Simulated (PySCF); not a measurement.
## Protonation sites of pyridazine

System: pyridazine, `c1ccnnc1` (C4H4N2). Non-hydrogen atoms are numbered in `[cH:1]1[cH:2][cH:3][n:4][n:5][cH:6]1`. These are map numbers, not IUPAC locants.

Computed at ωB97X-D3(BJ)/def2-TZVP // PBE0-D3(BJ)/def2-SVP with PySCF (density fitting, grid level 2). ωB97X-D3(BJ) is ωB97X-V with D3(BJ) in place of VV10. Zero-point and thermal terms (298.15 K, 1 bar) come from unscaled PBE0-D3(BJ)/def2-SVP harmonic frequencies, with soft modes damped to free rotors in the entropy.

```tsv
site	product	PA / kJ/mol	GB / kJ/mol
N4 (pyridine-type nitrogen)	c1cc[nH+]nc1	927	897
```

PA is −ΔH and GB is −ΔG of B + H⁺ → BH⁺ in the gas phase. Sites whose products fell apart, merged with another or lost in a GFN2-xTB screen aren't listed.

Measured values (NIST Chemistry WebBook, evaluated or the median of agreeing entries): proton affinity (−ΔH) 907 kJ/mol (computed 927, difference 20); gas-phase basicity (−ΔG) 877 kJ/mol (computed 897, difference 20).
